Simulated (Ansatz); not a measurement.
# BH2Cl + NH3: a complex and its separated parts, part 2 of 2

Ansatz 0.2.0, Gaussian basis. Earlier steps stand in the parts before.

**13. CAM-B3LYP-D4/def2-TZVPP**

The inputs:

parta/in.yaml

```yaml
crystal:
  periodic: [false, false, false]
  atoms:
    - {symbol: B, position_ang: [-0.675154, -0.641748, -0.541544]}
    - {symbol: Cl, position_ang: [0.236748, -0.360523, -1.988249]}
    - {symbol: H, position_ang: [-1.577835, 0.093943, -0.295566]}
    - {symbol: H, position_ang: [-0.362753, -1.559481, 0.148928]}
basis:
  gaussian: {orbitals: def2-TZVPP}
hamiltonian: {xc: {name: CAM-B3LYP}, dispersion: d4}
```

partb/in.yaml

```yaml
crystal:
  periodic: [false, false, false]
  atoms:
    - {symbol: H, position_ang: [0.438611, 1.400660, 0.164795]}
    - {symbol: N, position_ang: [0.425113, 0.451329, 0.516758]}
    - {symbol: H, position_ang: [1.381264, 0.118141, 0.509546]}
    - {symbol: H, position_ang: [0.133905, 0.497679, 1.485433]}
basis:
  gaussian: {orbitals: def2-TZVPP}
hamiltonian: {xc: {name: CAM-B3LYP}, dispersion: d4}
```

Each run has its own folder and the same command.

The run is started by

```sh
$ ansatz run in.yaml --threads 2 --pin off --events-out ev --progress --plain --max-ram 4352MiB
```

Log of parta (excerpt; [...] marks lines left out):

```text
Functional definition: CAM-B3LYP
  name "CAM-B3LYP"
  cite "Yanai, Tew & Handy, Chem. Phys. Lett. 393, 51 (2004) doi:10.1016/j.cplett.2004.06.011"
  cite "Iikura, Tsuneda, Yanai & Hirao, J. Chem. Phys. 115, 3540 (2001) doi:10.1063/1.1383587"
  cite "Becke, Phys. Rev. A 38, 3098 (1988) doi:10.1103/PhysRevA.38.3098"
  cite "Lee, Yang & Parr, Phys. Rev. B 37, 785 (1988) doi:10.1103/PhysRevB.37.785"
[...]
  # Exact exchange under (alpha + beta erf(omega r))/r, Becke's under what is left of 1/r.
[...]
600 factors; their error is unknown
138 factors; integrals over basis functions are off by at most 2.8e-5 eV
[...]
mean field -13232.42136044 eV, -486.2825157389 hartree, gradient 6.8e-5 eV, S^2 0.000000; 0 other end points of the search recorded, 0 dependent functions left out
reference -13232.42146189 eV, -486.2825194670 hartree; 12, 12 occupied and 89, 89 virtual orbitals, 600 factors
Total energy: -13232.45447108 eV, -486.2837325326 hartree
```

partb printed (excerpt; [...] marks lines left out):

```text
[... 6 set-up lines as earlier in the session ...]
[...]
  # Exact exchange under (alpha + beta erf(omega r))/r, Becke's under what is left of 1/r.
[...]
332 factors; their error is unknown
102 factors; integrals over basis functions are off by at most 1.4e-5 eV
[...]
mean field -1539.00932050 eV, -56.5575493503 hartree, gradient 6.3e-5 eV, S^2 0.000000; 0 other end points of the search recorded, 0 dependent functions left out
reference -1539.00938859 eV, -56.5575518525 hartree; 5, 5 occupied and 68, 68 virtual orbitals, 332 factors
Total energy: -1539.01811340 eV, -56.5578724836 hartree
```

Times: 0.45 s (parta), 0.3 s (partb) on 2 threads of Intel Xeon 6975P-C, shared host.

**14. wB97X-V/def2-TZVPP**

The same edit goes into each in.yaml of step 13 (parta, partb):

```diff
-hamiltonian: {xc: {name: CAM-B3LYP}, dispersion: d4}
+hamiltonian: {xc: {name: wB97X-V}}
```

Each run has its own folder and the same command.

The run is started by

```sh
$ ansatz run in.yaml --threads 2 --pin off --events-out ev --progress --plain --max-ram 4352MiB
```

Log of parta (excerpt; [...] marks lines left out):

```text
Functional definition: wB97X-V
  name "wB97X-V"
  cite "Mardirossian & Head-Gordon, Phys. Chem. Chem. Phys. 16, 9904 (2014) doi:10.1039/C3CP54374A"
[... 2 set-up lines as earlier in the session ...]
[...]
      + integral(e_c_pw_opposite_spin*poly(b97_u_opposite, cos0, cos1)) + vv10(b, c)
597 factors; their error is unknown
128 factors; integrals over basis functions are off by at most 4.0e-5 eV
[...]
mean field -13230.52327757 eV, -486.2127624801 hartree, gradient 4.1e-5 eV, S^2 0.000000; 0 other end points of the search recorded, 0 dependent functions left out
reference -13230.52327601 eV, -486.2127624227 hartree; 12, 12 occupied and 89, 89 virtual orbitals, 597 factors
Total energy: -13230.52327601 eV, -486.2127624227 hartree
```

partb printed (excerpt; [...] marks lines left out):

```text
[... 5 set-up lines as earlier in the session ...]
[...]
      + integral(e_c_pw_opposite_spin*poly(b97_u_opposite, cos0, cos1)) + vv10(b, c)
332 factors; their error is unknown
93 factors; integrals over basis functions are off by at most 7.9e-6 eV
[...]
mean field -1539.14323482 eV, -56.5624706109 hartree, gradient 1.3e-5 eV, S^2 0.000000; 0 other end points of the search recorded, 0 dependent functions left out
reference -1539.14323372 eV, -56.5624705705 hartree; 5, 5 occupied and 68, 68 virtual orbitals, 332 factors
Total energy: -1539.14323372 eV, -56.5624705705 hartree
```

They took 1.1 s (parta), 0.45 s (partb) on 2 threads of Intel Xeon 6975P-C, shared host.

**15. wB97M-V/def2-TZVPP**

The same edit goes into each in.yaml of step 14 (parta, partb):

```diff
-hamiltonian: {xc: {name: wB97X-V}}
+hamiltonian: {xc: {name: wB97M-V}}
```

Each run has its own folder and the same command.

The run is started by

```sh
$ ansatz run in.yaml --threads 2 --pin off --events-out ev --progress --plain --max-ram 4352MiB
```

parta printed (excerpt; [...] marks lines left out):

```text
Functional definition: wB97M-V
  name "wB97M-V"
  cite "Mardirossian & Head-Gordon, J. Chem. Phys. 144, 214110 (2016) doi:10.1063/1.4952647"
[... 2 set-up lines as earlier in the session ...]
  # Of w^i u^j: cxij and so on, Table III.
[...]
  gx(w, u) = 1 - cx + cx01*u + cx10*w
[...]
      + integral(e_c_pw_mod_opposite_spin*gos(b97_w_opposite, b97_u_opposite)) + vv10(b, c)
597 factors; their error is unknown
128 factors; integrals over basis functions are off by at most 4.0e-5 eV
[...]
mean field -13231.38312859 eV, -486.2443614222 hartree, gradient 1.9e-5 eV, S^2 0.000000; 0 other end points of the search recorded, 0 dependent functions left out
reference -13231.38316709 eV, -486.2443628369 hartree; 12, 12 occupied and 89, 89 virtual orbitals, 597 factors
Total energy: -13231.38316709 eV, -486.2443628369 hartree
```

partb printed (excerpt; [...] marks lines left out):

```text
[... 5 set-up lines as earlier in the session ...]
  # Of w^i u^j: cxij and so on, Table III.
[...]
  gx(w, u) = 1 - cx + cx01*u + cx10*w
[...]
      + integral(e_c_pw_mod_opposite_spin*gos(b97_w_opposite, b97_u_opposite)) + vv10(b, c)
332 factors; their error is unknown
93 factors; integrals over basis functions are off by at most 7.9e-6 eV
[...]
mean field -1538.84211128 eV, -56.5514045247 hartree, gradient 5.5e-5 eV, S^2 0.000000; 0 other end points of the search recorded, 0 dependent functions left out
reference -1538.84213815 eV, -56.5514055123 hartree; 5, 5 occupied and 68, 68 virtual orbitals, 332 factors
Total energy: -1538.84213815 eV, -56.5514055123 hartree
```

Times: 1.2 s (parta), 0.5 s (partb) on 2 threads of Intel Xeon 6975P-C, shared host.

**16. B2PLYP/def2-TZVPP**

The same edit goes into each in.yaml of step 15 (parta, partb):

```diff
-hamiltonian: {xc: {name: wB97M-V}}
+hamiltonian: {xc: {name: B2PLYP}}
```

Each run has its own folder and the same command.

The run is started by

```sh
$ ansatz run in.yaml --threads 2 --pin off --events-out ev --progress --plain --max-ram 4352MiB
```

Log of parta (excerpt; [...] marks lines left out):

```text
Functional definition: B2PLYP
  name "B2PLYP"
  cite "Grimme, J. Chem. Phys. 124, 034108 (2006) doi:10.1063/1.2148954"
[... 2 set-up lines as earlier in the session ...]
[...]
591 factors; integrals over basis functions are off by at most 1.5e-3 eV
[...]
mean field -13225.62323629 eV, -486.0326892843 hartree, gradient 2.3e-6 eV, S^2 0.000000; 0 other end points of the search recorded, 0 dependent functions left out
6 core orbitals not correlated: weight in the atoms' cores, before any rotation towards them, 1.000 or more for the frozen orbitals, at most 0.000 for the correlated occupied ones
reference -13225.62336973 eV, -486.0326941880 hartree; 6, 6 occupied and 89, 89 virtual orbitals, 591 factors
second order -9.77408226 eV of doubles, -0.00000000 eV of singles
Total energy: -13228.26237194 eV, -486.1296757304 hartree
```

partb printed (excerpt; [...] marks lines left out):

```text
[... 5 set-up lines as earlier in the session ...]
[...]
416 factors; integrals over basis functions are off by at most 1.2e-3 eV
[...]
mean field -1536.38013037 eV, -56.4609283954 hartree, gradient 8.3e-6 eV, S^2 0.000000; 0 other end points of the search recorded, 0 dependent functions left out
1 core orbitals not correlated: weight in the atoms' cores, before any rotation towards them, 1.000 or more for the frozen orbitals, at most 0.000 for the correlated occupied ones
reference -1536.38022060 eV, -56.4609317111 hartree; 4, 4 occupied and 68, 68 virtual orbitals, 416 factors
second order -7.62101413 eV of doubles, -0.00000000 eV of singles
Total energy: -1538.43789441 eV, -56.5365498291 hartree
```

They took 0.6 s (parta), 0.3 s (partb) on 2 threads of Intel Xeon 6975P-C, shared host.

**17. PBE-QIDH/def2-TZVPP**

The same edit goes into each in.yaml of step 16 (parta, partb):

```diff
-hamiltonian: {xc: {name: B2PLYP}}
+hamiltonian: {xc: {name: PBE-QIDH}}
```

Each run has its own folder and the same command.

The run is started by

```sh
$ ansatz run in.yaml --threads 2 --pin off --events-out ev --progress --plain --max-ram 4352MiB
```

Output in parta (excerpt; [...] marks lines left out):

```text
Functional definition: PBE-QIDH
  name "PBE-QIDH"
  cite "Brémond, Sancho-García, Pérez-Jiménez & Adamo, J. Chem. Phys. 141, 031101 (2014) doi:10.1063/1.4890314"
[... 1 set-up line as earlier in the session ...]
[...]
591 factors; integrals over basis functions are off by at most 1.5e-3 eV
[...]
mean field -13221.95974293 eV, -485.8980583866 hartree, gradient 3.0e-6 eV, S^2 0.000000; 0 other end points of the search recorded, 0 dependent functions left out
6 core orbitals not correlated: weight in the atoms' cores, before any rotation towards them, 1.000 or more for the frozen orbitals, at most 0.000 for the correlated occupied ones
reference -13221.95975325 eV, -485.8980587656 hartree; 6, 6 occupied and 89, 89 virtual orbitals, 591 factors
second order -9.06944767 eV of doubles, -0.00000000 eV of singles
Total energy: -13224.98290247 eV, -486.0091574504 hartree
```

Log of partb (excerpt; [...] marks lines left out):

```text
[... 4 set-up lines as earlier in the session ...]
[...]
416 factors; integrals over basis functions are off by at most 1.2e-3 eV
[...]
mean field -1535.33272506 eV, -56.4224369601 hartree, gradient 2.1e-6 eV, S^2 0.000000; 0 other end points of the search recorded, 0 dependent functions left out
1 core orbitals not correlated: weight in the atoms' cores, before any rotation towards them, 1.000 or more for the frozen orbitals, at most 0.000 for the correlated occupied ones
reference -1535.33273183 eV, -56.4224372087 hartree; 4, 4 occupied and 68, 68 virtual orbitals, 416 factors
second order -7.10228519 eV of doubles, -0.00000000 eV of singles
Total energy: -1537.70016022 eV, -56.5094385977 hartree
```

They took 0.6 s (parta), 0.3 s (partb) on 2 threads of Intel Xeon 6975P-C, shared host.

**18. RPA on PBE/def2-TZVPP**

Each input of step 17 (parta, partb) changes in the same lines:

```diff
-hamiltonian: {xc: {name: PBE-QIDH}}
+hamiltonian: {xc: pbe}
+correlation: {method: rpa}
```

Each run has its own folder and the same command.

The run is started by

```sh
$ ansatz run in.yaml --threads 2 --pin off --events-out ev --progress --plain --max-ram 4352MiB
```

parta printed (excerpt; [...] marks lines left out):

```text
[... 4 set-up lines as earlier in the session ...]
[...]
591 factors; integrals over basis functions are off by at most 1.5e-3 eV
[...]
mean field -13226.05561242 eV, -486.0485788139 hartree, gradient 1.8e-6 eV, S^2 0.000000; 0 other end points of the search recorded, 0 dependent functions left out
6 core orbitals not correlated: weight in the atoms' cores, before any rotation towards them, 1.000 or more for the frozen orbitals, at most 0.000 for the correlated occupied ones
reference -13207.56941821 eV, -485.3692237072 hartree; 6, 6 occupied and 89, 89 virtual orbitals, 591 factors
Total energy: -13221.75263154 eV, -485.8904471832 hartree
```

Log of partb (excerpt; [...] marks lines left out):

```text
[... 4 set-up lines as earlier in the session ...]
[...]
416 factors; integrals over basis functions are off by at most 1.2e-3 eV
[...]
mean field -1537.73150704 eV, -56.5105905718 hartree, gradient 7.1e-6 eV, S^2 0.000000; 0 other end points of the search recorded, 0 dependent functions left out
1 core orbitals not correlated: weight in the atoms' cores, before any rotation towards them, 1.000 or more for the frozen orbitals, at most 0.000 for the correlated occupied ones
reference -1529.64068706 eV, -56.2132584218 hartree; 4, 4 occupied and 68, 68 virtual orbitals, 416 factors
Total energy: -1540.11754287 eV, -56.5982757714 hartree
```

Times: 0.65 s (parta), 0.3 s (partb) on 2 threads of Intel Xeon 6975P-C, shared host.

**19. CCSD(T)/def2-TZVPP**

The same edit goes into each in.yaml of step 18 (parta, partb):

```diff
-hamiltonian: {xc: pbe}
-correlation: {method: rpa}
+correlation: {method: ccsd_t}
```

One command serves all of them, each in its own folder.

The run is started by

```sh
$ ansatz run in.yaml --threads 2 --pin off --events-out ev --progress --plain --max-ram 4352MiB
```

Log of parta (excerpt; [...] marks lines left out):

```text
Functional definition: HF
  name "HF"
  cite "Fock, Z. Phys. 61, 126 (1930) doi:10.1007/BF01340294"
[... 1 set-up line as earlier in the session ...]
[...]
591 factors; integrals over basis functions are off by at most 1.5e-3 eV
[...]
mean field -13208.14535840 eV, -485.3903891187 hartree, gradient 5.6e-6 eV, S^2 0.000000; 0 other end points of the search recorded, 0 dependent functions left out
6 core orbitals not correlated: weight in the atoms' cores, before any rotation towards them, 1.000 or more for the frozen orbitals, at most 0.000 for the correlated occupied ones
reference -13208.14535840 eV, -485.3903891187 hartree; 6, 6 occupied and 89, 89 virtual orbitals, 591 factors
second order -8.01756029 eV of doubles, -0.00000000 eV of singles
cycle   1  -8.59667996 eV  change   -5.8e-1 eV  update   6.0e-2
[...]
cycle   9  -8.84519584 eV  change    3.0e-6 eV  update   5.0e-6
perturbative correction -0.33867019 eV, -0.0124459001 hartree
Total energy: -13217.32922443 eV, -485.7278899702 hartree
```

Log of partb (excerpt; [...] marks lines left out):

```text
[... 4 set-up lines as earlier in the session ...]
[...]
416 factors; integrals over basis functions are off by at most 1.2e-3 eV
[...]
mean field -1529.85252186 eV, -56.2210432070 hartree, gradient 4.0e-6 eV, S^2 0.000000; 0 other end points of the search recorded, 0 dependent functions left out
1 core orbitals not correlated: weight in the atoms' cores, before any rotation towards them, 1.000 or more for the frozen orbitals, at most 0.000 for the correlated occupied ones
reference -1529.85252186 eV, -56.2210432070 hartree; 4, 4 occupied and 68, 68 virtual orbitals, 416 factors
second order -6.38827405 eV of doubles, -0.00000000 eV of singles
cycle   1  -6.57733179 eV  change   -1.9e-1 eV  update   3.9e-2
[...]
cycle   9  -6.72922201 eV  change    3.3e-6 eV  update   2.3e-6
perturbative correction -0.20701809 eV, -0.0076077744 hartree
Total energy: -1536.78876195 eV, -56.4759453289 hartree
```

Wall times: 0.85 s (parta), 0.4 s (partb) on 2 threads of Intel Xeon 6975P-C, shared host.

**20. Vibrations of BH2Cl**

File vib-parta/in.yaml:

```yaml
crystal:
  periodic: [false, false, false]
  atoms:
    - {symbol: B, position_ang: [-0.675154, -0.641748, -0.541544]}
    - {symbol: Cl, position_ang: [0.236748, -0.360523, -1.988249]}
    - {symbol: H, position_ang: [-1.577835, 0.093943, -0.295566]}
    - {symbol: H, position_ang: [-0.362753, -1.559481, 0.148928]}
basis:
  gaussian: {orbitals: def2-TZVP}
hamiltonian: {xc: pbe0, dispersion: d4}
phonons: {temperatures: {t_min: 298.15, t_max: 900, t_step: 200}}
```

The run is started by

```sh
$ ansatz run in.yaml --threads 2 --pin off --events-out ev --progress --plain --max-ram 4352MiB
```

The program printed (excerpt; [...] marks lines left out):

```text
[... 5 set-up lines as earlier in the session ...]
[...]
525 factors; their error is unknown
[...]
mean field -13227.31709089 eV, -486.0949372926 hartree, gradient 5.2e-5 eV, S^2 0.000000; 0 other end points of the search recorded, 0 dependent functions left out
[...]
Atom 1 at     0.236748    -0.360523    -1.988249 Å, force     0.000255     0.000079    -0.000404 eV/Å
Atom 2 at    -1.577835     0.093943    -0.295566 Å, force     0.000244    -0.000486     0.000269 eV/Å
Atom 3 at    -0.362753    -1.559481     0.148928 Å, force    -0.000428     0.000429     0.000023 eV/Å
Dipole moment:    -0.058749    -0.018118     0.093204 e Å
Vibrations: 841.33 865.72 995.11 1217.61 2613.40 2727.32 cm⁻¹, zero-point energy 0.574077 eV
```

It took 2.3 s on 2 threads of Intel Xeon 6975P-C, shared host.

The modes, with what each moves most:

| mode | wavenumber (cm⁻¹) | character |
| --- | --- | --- |
| 1 | 841 | B–Cl stretch |
| 2 | 866 | bend |
| 3 | 995 | out-of-plane bend |
| 4 | 1218 | bend |
| 5 | 2613 | B–H stretch |
| 6 | 2727 | B–H stretch |

Vibrational sums (real modes only):

| T (K) | entropy (J/mol/K) | heat capacity (J/mol/K) |
| --- | --- | --- |
| 298 | 2.0 | 7.2 |
| 498 | 8.4 | 18.3 |
| 698 | 15.9 | 26.0 |
| 898 | 23.1 | 31.5 |

**21. Vibrations of NH3**

File vib-partb/in.yaml:

```yaml
crystal:
  periodic: [false, false, false]
  atoms:
    - {symbol: H, position_ang: [0.438611, 1.400660, 0.164795]}
    - {symbol: N, position_ang: [0.425113, 0.451329, 0.516758]}
    - {symbol: H, position_ang: [1.381264, 0.118141, 0.509546]}
    - {symbol: H, position_ang: [0.133905, 0.497679, 1.485433]}
basis:
  gaussian: {orbitals: def2-TZVP}
hamiltonian: {xc: pbe0, dispersion: d4}
phonons: {temperatures: {t_min: 298.15, t_max: 900, t_step: 200}}
```

The run is started by

```sh
$ ansatz run in.yaml --threads 2 --pin off --events-out ev --progress --plain --max-ram 4352MiB
```

The program printed (excerpt; [...] marks lines left out):

```text
[... 5 set-up lines as earlier in the session ...]
[...]
287 factors; their error is unknown
[...]
mean field -1537.79931154 eV, -56.5130823413 hartree, gradient 1.4e-5 eV, S^2 0.000000; 0 other end points of the search recorded, 0 dependent functions left out
[...]
Atom 1 at     0.425113     0.451329     0.516758 Å, force    -0.000067    -0.000227    -0.000171 eV/Å
Atom 2 at     1.381264     0.118141     0.509546 Å, force     0.000128    -0.000038     0.000004 eV/Å
Atom 3 at     0.133905     0.497679     1.485433 Å, force    -0.000067     0.000024     0.000243 eV/Å
Dipole moment:     0.212225     0.207237     0.190663 e Å
Vibrations: 1030.95 1669.55 1669.56 3502.35 3631.45 3631.48 cm⁻¹, zero-point energy 0.938271 eV
```

Wall time 1.4 s (2 threads of Intel Xeon 6975P-C, shared host).

The modes, with what each moves most:

| mode | wavenumber (cm⁻¹) | character |
| --- | --- | --- |
| 1 | 1031 | bend |
| 2 | 1670 | bend |
| 3 | 1670 | bend |
| 4 | 3502 | N–H stretch |
| 5 | 3631 | N–H stretch |
| 6 | 3631 | N–H stretch |

Vibrational sums (real modes only):

| T (K) | entropy (J/mol/K) | heat capacity (J/mol/K) |
| --- | --- | --- |
| 298 | 0.4 | 1.8 |
| 498 | 2.6 | 7.4 |
| 698 | 6.0 | 13.4 |
| 898 | 10.0 | 18.8 |

**22. Complex less separated parts**

The complex's own energies come from single points at the same levels.

Rows are in def2-TZVPP; times add the 3 runs of a level on a shared host, so small differences are noise.

Differences are taken before rounding.

| method | rung | complex less parts (kJ/mol) | from CCSD(T) (kJ/mol) | time |
| --- | --- | --- | --- | --- |
| SPW92 | LDA | -171.8 | -50.8 | 1.1 s |
| PBE-D4 | GGA | -131.7 | -10.7 | 1.4 s |
| BLYP-D4 | GGA | -111.4 | +9.6 | 1.6 s |
| r2SCAN-D4 | meta-GGA | -130.0 | -9.1 | 2.8 s |
| B97M-V | meta-GGA | -121.0 | -0.1 | 5.1 s |
| PBE0-D4 | hybrid | -135.3 | -14.4 | 1.8 s |
| B3LYP-D4 | hybrid | -117.3 | +3.6 | 1.9 s |
| r2SCAN0-D4 | hybrid | -133.7 | -12.8 | 2.8 s |
| BHLYP-D4 | hybrid | -120.5 | +0.4 | 1.8 s |
| CAM-B3LYP-D4 | range-separated hybrid | -124.4 | -3.5 | 2.2 s |
| wB97X-V | range-separated hybrid | -125.5 | -4.6 | 5 s |
| wB97M-V | range-separated hybrid | -125.3 | -4.3 | 5 s |
| B2PLYP | double hybrid | -114.2 | +6.7 | 3.1 s |
| PBE-QIDH | double hybrid | -133.7 | -12.7 | 3.2 s |
| RPA on PBE | RPA | -110.2 | +10.7 | 3.1 s |
| Hartree-Fock | wavefunction | -87.5 | +33.4 |  |
| MP2 | wavefunction | -126.8 | -5.9 |  |
| CCSD | wavefunction | -117.2 | +3.7 |  |
| CCSD(T) | wavefunction | -120.9 | 0 | 13 s |

Among the levels timed on like hardware and quicker than the yardstick, those that no quicker one beats, quickest first: SPW92 (1.1 s, -50.8 kJ/mol); PBE-D4 (1.4 s, -10.7 kJ/mol); BLYP-D4 (1.6 s, +9.6 kJ/mol); BHLYP-D4 (1.8 s, +0.4 kJ/mol); B97M-V (5.1 s, -0.1 kJ/mol).

For cost: B97M-V gets within 0.1 kJ/mol in 5.1 s, where CCSD(T) took 13 s; the quickest level in the cost chart, SPW92, takes 1.1 s and misses by 50.8 kJ/mol.

The complex's zero-point energy, from a separate PBE0-D4 run, is 1.738 eV.

**23. What came out**

What follows sums up all 2 parts.

| quantity | value |
| --- | --- |
| complex less parts, CCSD(T)/def2-TZVPP | -120.9 kJ/mol |
| with zero-point energy | -99.2 kJ/mol |
| largest T1 diagnostic | 0.012 |

What this shows: At CCSD(T) the complex lies 120.9 kJ/mol below its parts. B97M-V is the best functional here (-0.1 kJ/mol from CCSD(T)); SPW92 is the worst (-50.8 kJ/mol). Mean unsigned error by rung: LDA 50.8, GGA 10.1, meta-GGA 4.6, hybrid 7.8, range-separated hybrid 4.1, double hybrid 9.7 kJ/mol. PBE-D4 gives a relative energy 10.7 kJ/mol too low, outside chemical accuracy (1 kcal/mol, 4.2 kJ/mol). No counterpoise was applied, and triple zeta lacks some correlation, so the CCSD(T) reference has a basis error of its own, and close matches with it are partly luck.
